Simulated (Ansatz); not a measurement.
`[SiH3][AlH][SH]` + H–F → `[F][AlH][SH]` + SiH₄ at 298.15 K and 1 bar (cleavage of the Al–Si bond).

Gas-phase electronic energies from Ansatz, PBE0-D4/def2-TZVP geometries. CBS: MP2 limit from def2 TZ/QZ plus the TZ coupled-cluster correction, frozen cores. This one scheme is used for every species. One conformer a species, not always the lowest.

```tsv
species	CCSD(T)/CBS energy (Eh)	H − E (kJ/mol)	S (J/(mol·K))
`[SiH3][AlH][SH]`	-931.90162	127.0	341.4
H–F	-100.39570	33.5	173.6
`[F][AlH][SH]`	-740.90186	64.3	292.4
SiH₄	-291.46306	92.1	204.8
```

H − E and S are ideal-gas, rigid-rotor, harmonic terms from PBE0-D4/def2-TZVP, for one conformer and one mirror image of each species. 1 Eh = 2625.50 kJ/mol, R = 8.31446 J/(mol·K).

By hand: ΔE, ΔH, ΔS and ΔG.

ΔE = (-740.90186) + (-291.46306) − (-931.90162) − (-100.39570) = -0.06760 Eh = -177.5 kJ/mol. Δ(H − E) = 64.3 + 92.1 − 127.0 − 33.5 = -4.1, so ΔH = -181.6 kJ/mol. ΔS = 292.4 + 204.8 − 341.4 − 173.6 = -17.8 J/(mol·K). ΔG = -181.6 − 298.15 × (-17.8)/1000 = -176.3 kJ/mol.

By hand: the equilibrium constant, and the temperature at which ΔG would vanish if ΔH and ΔS stayed fixed.

log₁₀ K = −ΔG/(RT ln 10) = 30.9. ΔG = 0 at ΔH/ΔS = 10202 K, far beyond where these terms or the molecules hold.

ΔH outweighs TΔS. A doubt of 5 kJ/mol in ΔE shifts log₁₀ K by 0.9 here. Other conformers and mirror images would add mixing entropy, several J/(mol·K) or more a flexible species. Modes under 60 cm⁻¹, often nearly free rotors, make the harmonic entropy too high. These are equilibria of isolated gas molecules and say nothing of rates. Largest T1 diagnostic: 0.013 (customary marks: 0.02 for closed shells, 0.045 for open ones).
